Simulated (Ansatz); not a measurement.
# Worked example: correlation energy of BeMg⁻, doublet

Geometry: a point of a stretch scan, not a stationary point.

```xyz
2

Be    0.0000    0.0000    0.0000
Mg    0.0000    0.0000    2.9120
```

Basis aug-cc-pVDZ; Ansatz 0.2.0. Correlated methods freeze the noble-gas cores, which leaves 5 electrons in 44 orbitals. R marks a restricted (for open shells ROHF) determinant, U an unrestricted one. The metal's outer-core shells are frozen, which leaves out core–valence correlation.

Full CI is exact within this basis and frozen core; it isn't the basis-set limit. The frozen core follows each run's orbitals, which can shift R against U totals by a few meV.

The cluster runs stand on a determinant 0.21 eV above the lowest UHF solution, chosen by trial CCSD; the correlation energy below is counted from it.

Runs differ by some tens of microhartree through their thresholds and, for an open shell, their frozen cores, so steps under 0.1 kcal/mol mean nothing.

```json
{"level": "UHF determinant under the cluster runs", "total energy (hartree)": "-214.167165"}
{"level": "UMP2", "total energy (hartree)": "-214.233153"}
{"level": "UCCSD", "total energy (hartree)": "-214.260261"}
{"level": "UCCSD(T)", "total energy (hartree)": "-214.265416"}
{"level": "UCCSDT", "total energy (hartree)": "-214.267284"}
{"level": "UCCSDT(Q)", "total energy (hartree)": "-214.267657"}
{"level": "full CI", "total energy (hartree)": "-214.267738"}
```

What is the correlation energy at full CI, and what share of it do UMP2 and UCCSDT recover?

E(corr) = -214.267738 − (-214.167165) = -0.100573 hartree = -2.737 eV. UMP2: -0.065988 / -0.100573 = 65.61 %. UCCSDT: -0.100119 / -0.100573 = 99.55 %.

By how many kcal/mol does UCCSD(T) miss full CI (1 hartree = 627.509 kcal/mol), and which steps make up the rest?

-214.265416 − (-214.267738) = 0.002322 hartree = 1.46 kcal/mol. Steps: UCCSDT − UCCSD(T) = -1.17, UCCSDT(Q) − UCCSDT = -0.23, full CI − UCCSDT(Q) = -0.05 kcal/mol. Differences between like states or geometries often cancel part of this.
